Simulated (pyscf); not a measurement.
# Four-centre exchange: H₂P–GaH–PH₂ + water (H₂O) -> HO–Ga(PH₂)–PH₂ + hydrogen (H₂)

Gas phase, singlet surface, charge 0. Bonds broken: Ga2–H6, O9–H10. Bonds formed: Ga2–O9, H6–H10. Optimised with ωB97X-D3(BJ)/def2-SVP in PySCF.

Transition state (Å):

```xyz
11

P     -2.1689    -1.5406     1.3598
Ga    -0.7095    -0.0801     0.3495
P      0.6089    -0.4322    -1.5118
H     -3.1541    -0.5323     1.5619
H     -2.7150    -1.9805     0.1180
H      0.2901     0.7394     1.6841
H      1.8157    -0.0791    -0.8433
H      0.7516    -1.8277    -1.2668
O     -1.2777     1.7934     0.5317
H     -0.2914     1.4628     1.3183
H     -1.0540     2.4108    -0.1776
```

One imaginary mode, 1305i cm⁻¹; descent along it reached the two sides named, in the forms told below.

| bond | change | reactant side (Å) | saddle | product side |
|---|---|---|---|---|
| Ga2–H6 | breaks | 1.574 | 1.858 | 2.9 |
| O9–H10 | breaks | 0.967 | 1.304 | 2.7 |
| Ga2–O9 | forms | 2.195 | 1.966 | 1.792 |
| H6–H10 | forms | 2.8 | 0.998 | 0.761 |

Electronic energies relative to the separated reactants (kcal/mol):

| level | barrier | reaction energy | reverse barrier |
|---|---|---|---|
| ωB97X-D3(BJ)/def2-TZVP | 11.9 | -12.1 | 23.9 |
| PBE/def2-TZVP | 9.1 | -11.5 | 20.6 |
| r²SCAN/def2-TZVP | 8.5 | -13.1 | 21.6 |
| B3LYP-D3(BJ)/def2-TZVP | 12.0 | -12.2 | 24.2 |
| PBE0-D3(BJ)/def2-TZVP | 10.6 | -10.3 | 20.9 |
| M06-2X/def2-TZVP | 9.6 | -15.6 | 25.2 |
| ωB97M-D3(BJ)/def2-TZVP | 13.2 | -10.8 | 24.0 |
| HF/def2-TZVP | 27.1 | -8.3 | 35.5 |

With ωB97M-D3(BJ)/def2-TZVP energies and thermal terms (ideal gas, 1 atm, RRHO with modes under 100 cm⁻¹ raised to 100, one conformer, R ln 2 for chiral ones without a mode under 150 cm⁻¹), in kcal/mol:

| T (K) | ΔH‡ | ΔG‡ | ΔH | ΔG |
|---|---|---|---|---|
| 298 | 11.5 | 21.6 | -13.1 | -11.7 |
| 600 | 11.6 | 31.8 | -12.0 | -10.8 |
| 900 | 12.3 | 41.8 | -11.1 | -10.4 |
| 1200 | 13.1 | 51.5 | -10.5 | -10.3 |

On the reactant side the descent ends in an adduct with a Ga–O contact, 14.8 kcal/mol under the separated species and 26.7 kcal/mol under the saddle at ωB97X-D3(BJ)/def2-TZVP. What is counted as formed (Ga–O) is already present as a longer contact in the reactant adduct; forming that adduct is a step of its own. At the saddle there is also a short Ga–H contact that neither side keeps. One saddle was located; it need not be the lowest between these sides. Elements up to Kr have no core potential and no relativistic terms here.
